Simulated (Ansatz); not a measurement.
fcc Pt, treated with LDA (plane waves, PAW; Ansatz, an electronic-structure program).

Run with plane-wave cutoff 500 eV, 32×32×32 k mesh, Fermi–Dirac smearing 0.1 eV, scalar-relativistic PAW data made under PBE.

Computed at the level's own relaxed cell.

Task: Give the computed equilibrium volume per atom and lattice constant a.

Result: 
equilibrium volume per atom: 14.78 Å³/atom
lattice constant a: 3.895 Å

Measured, for comparison: equilibrium volume per atom 14.98 Å³/atom, lattice constant a 3.913 Å (static lattice: zero-point anharmonic expansion removed; as tabulated in Mejia-Rodriguez and Trickey (2018), arXiv:1807.09216). Computed (rounded) less measured: equilibrium volume per atom -1.3 %, lattice constant a -0.5 %.

Spin–orbit coupling is not included.

The computed numbers hold no vibrational or temperature effects.

Computing time: about 100 core-seconds (a rough figure).
